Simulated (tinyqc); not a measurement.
The integration grid: Kohn-Sham LDA (VWN5) on finer and finer grids in the sto-3g basis, for LiH, spin multiplicity 1. Computed by the program tinyqc with PySCF. Self-consistent on each grid; the net force on the molecule should vanish.

Geometry (angstrom):
```
atom       x       y       z
Li    0.0000  0.0000  0.0000
H     0.0000  0.0000  1.4690
```

Kohn-Sham energy on Becke grids (radial x angular points per atom):
```
grid       points  residual of the electron count  E (hartree)  E - finest (mhartree)  largest net force without grid terms (hartree/bohr)
10 x 14       273                       -9.32e-03     -7.80154               -9.67418                                             2.26e-02
15 x 26       770                        1.51e-02     -7.78902                2.84788                                             1.49e-04
20 x 50      1987                        1.19e-04     -7.79207               -0.20950                                             9.51e-04
30 x 86      5139                       -2.93e-04     -7.79179                0.07310                                             4.29e-04
50 x 194    19350                       -9.20e-06     -7.79186                0.00488                                             1.67e-06
75 x 302    45212                        6.47e-07     -7.79187               -0.00032                                             6.57e-07
120 x 590  141384                        1.13e-09     -7.79186                0.00000                                             2.15e-09
```

What does the comparison show, and why?

The energy is within 0.1 mhartree of the finest grid first at 30 x 86. The error has both signs, since quadrature is not variational. The electron count and the net force are cheap signs of a poor grid.
